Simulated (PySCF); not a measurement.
# Atomic charges by several schemes

Species: C6H10.
Structure used (GFN2-xTB), in Å, numbered top down from 1:
```
atom  x, y, z in Å
C1    -1.4919    1.4596    0.3500
C2    -0.8101    0.4118   -0.0614
C3    -1.1698   -1.0235   -0.3341
C4     0.3082   -1.2992   -0.6669
C5     0.6420    0.1873   -0.4116
C6     1.6328    0.4650    0.7091
H7    -2.5459    1.4012    0.5657
H8    -1.0258    2.4213    0.4863
H9    -1.8588   -1.1580   -1.1679
H10   -1.5613   -1.5656    0.5263
H11    0.8002   -1.9807    0.0240
H12    0.4876   -1.6380   -1.6850
H13    0.9513    0.7232   -1.3130
H14    2.6245    0.1082    0.4367
H15    1.3193   -0.0368    1.6223
H16    1.6900    1.5330    0.9079
```

Density: PBE0/pcSseg-1 (PySCF); schemes: Mulliken, IAO, Hirshfeld and ESP-fitted. Geometry: GFN2-xTB; no solvent, vibrations or thermal averaging.

Problem. What partial charge does each atom carry?

Solution. In e; atoms taken as equivalent share a row and are averaged (×n: the atom named and its like, n in all):

```
       atom                      environment  Mulliken     IAO  Hirshfeld  ESP-fitted
         C1             terminal =CH2 carbon    -0.066  -0.355     -0.125      -0.632
         C2  fully substituted alkene carbon    -0.327  +0.026     +0.009      +0.041
         C3                   allylic carbon    -0.124  -0.284     -0.074      -0.015
         C4        four-membered-ring carbon    -0.168  -0.268     -0.072      -0.358
         C5                   allylic carbon    -0.286  -0.117     -0.023      +0.413
         C6                    methyl carbon    -0.188  -0.414     -0.118      -0.558
         H7                 vinylic hydrogen    +0.101  +0.148     +0.042      +0.221
         H8                 vinylic hydrogen    +0.101  +0.146     +0.042      +0.214
         H9               methylene hydrogen    +0.133  +0.147     +0.043      +0.047
        H10               methylene hydrogen    +0.131  +0.146     +0.042      +0.057
        H11               methylene hydrogen    +0.112  +0.133     +0.038      +0.104
        H12               methylene hydrogen    +0.120  +0.137     +0.038      +0.087
        H13                 methine hydrogen    +0.127  +0.139     +0.040      -0.028
H14/H15/H16                  methyl hydrogen    +0.111  +0.139     +0.039      +0.136
```

Mean size of the charges over all atoms: ESP-fitted 0.199 e, IAO 0.180 e, Mulliken 0.145 e, Hirshfeld 0.051 e. Each set sums to the total charge, 0, to within 0.001 e. The Mulliken scheme counts on each atom the diagonal of the density matrix times the overlap matrix over that atom's basis functions. The IAO scheme projects the occupied orbitals on a minimal set of polarised atomic orbitals and counts the electrons in each atom's part of it.

Some averages cover members that differ in this geometry: H14/H15/H16, ESP-fitted +0.122 to +0.151 e.

Lowest charge. The schemes don't all agree: Mulliken C2 (-0.327); IAO C6 (-0.414); Hirshfeld C1 (-0.125); ESP-fitted C1 (-0.632).

Highest charge. The schemes don't all agree: Mulliken H9 (+0.133); IAO H7 (+0.148); Hirshfeld H9 (+0.043); ESP-fitted C5 (+0.413).

Problem. How closely do the schemes follow one another over all atoms?

Solution. Correlation coefficient and root-mean-square difference: IAO with Hirshfeld 0.99, 0.145 e; Hirshfeld with ESP-fitted 0.80, 0.228 e; IAO with ESP-fitted 0.75, 0.180 e; Mulliken with IAO 0.71, 0.144 e; Mulliken with Hirshfeld 0.67, 0.128 e; Mulliken with ESP-fitted 0.29, 0.273 e.

Problem. How many electrons does the Mulliken scheme count on C5?

Solution. Z − q = 6 − (-0.286) = 6.286.

Problem. Sum the charges by element.

Solution. 
```csv
element,atoms,Mulliken,IAO,Hirshfeld,ESP-fitted
C,6,-1.159,-1.412,-0.402,-1.109
H,10,+1.159,+1.412,+0.402,+1.110
```
